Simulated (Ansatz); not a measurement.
## Tungsten, bcc: convergence with the plane-wave cutoff

Computed with Ansatz, LDA, scalar-relativistic PAW, on the relaxed cell (a = 3.135 Å; spin not included). Errors count from a run at 420 eV on a Γ-centred 23×23×23 mesh with Fermi-Dirac smearing of 0.1 eV, extrapolated to zero width. Fixed here: mesh 14×14×14, Fermi-Dirac width 0.1 eV. The pressure holds a Pulay correction and is unreliable far below the recommended cutoff. The SCF starts from atomic densities corrected by a trained network.

```csv
cutoff (eV),E(σ→0) error (meV/atom),P (GPa),SCF iterations
150,19312.5,-46.40,6
200,3849.4,0.92,6
250,538.9,0.89,6
300,57.7,0.21,6
350,12.3,0.04,6
420,9.6,0.01,6
500,9.1,0.00,6
600,9.0,0.00,6
800,8.9,0.00,6
```

Within 5 meV/atom of the last row: from 350 eV on.
